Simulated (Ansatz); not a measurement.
in.yaml

```yaml
crystal:
  periodic: [false, false, false]
  atoms:
    - {symbol: H, position_ang: [0.000000, 0.000000, -1.409333]}
    - {symbol: H, position_ang: [0.000000, 0.000000, -0.060333]}
    - {symbol: Br, position_ang: [0.000000, 0.000000, 1.469667]}
basis:
  gaussian: {orbitals: 6-31G}
magnetization: {spin_polarized: false, initial_magnetization: 1}
correlation: {method: fic_mrcisd_q, electrons: outside_noble_gas, active_space: {window: {electrons: 9, orbitals: 6}, shells: [{species: Br, l: s, shell: 4}, {species: Br, l: p, shell: 4}, {species: H, l: s, shell: 1}]}}
```

```sh
$ ansatz run in.yaml --threads 1 --pin off --events-out ev --progress --plain --max-ram 2393MiB
```

Log:

```
498 factors; integrals over basis functions are off by at most 8.4e-8 eV
mean field evaluation 1: about -70016.9880 eV, gradient 1.0e1 eV
mean field evaluation 2: about -70016.9900 eV, gradient 1.0e1 eV
mean field evaluation 4: about -70017.8645 eV, gradient 1.9e0 eV
mean field evaluation 8: about -70017.8994 eV, gradient 9.6e-2 eV
mean field -70017.89950532 eV, -2573.1103469836 hartree, gradient 5.7e-6 eV, S^2 0.750000; 0 other end points of the search recorded, 0 dependent functions left out
reference -70017.89950532 eV, -2573.1103469836 hartree; 19, 18 occupied and 14, 15 virtual orbitals, 498 factors
state -70018.56309423 eV, -2573.1347334261 hartree
contracted CI cycle   1: correlation 0.00000000 eV, 0.0000000000 hartree, residual 9.20e0 eV
contracted CI cycle   2: correlation -0.98439506 eV, -0.0361758512 hartree, residual 1.52e0 eV
contracted CI cycle   3: correlation -1.02041077 eV, -0.0374994040 hartree, residual 3.50e-1 eV
contracted CI cycle   4: correlation -1.02242035 eV, -0.0375732550 hartree, residual 7.87e-2 eV
contracted CI cycle   5: correlation -1.02251693 eV, -0.0375768043 hartree, residual 1.64e-2 eV
contracted CI cycle   6: correlation -1.02252085 eV, -0.0375769482 hartree, residual 3.29e-3 eV
contracted CI cycle   7: correlation -1.02252101 eV, -0.0375769539 hartree, residual 6.52e-4 eV
state -70018.56309423 eV, -2573.1347334261 hartree; corrected -70019.60460951 eV, -2573.1730084070 hartree
Total energy: -70019.60460951 eV, -2573.1730084070 hartree
Checks for a lower state left out: starts, orbital_swaps
```

For the same geometry and basis full CI lies 13.2 meV lower.

Ran on 1 thread of Arm Neoverse V2, shared host: 0.85 s wall, 0.16 GiB peak host memory.
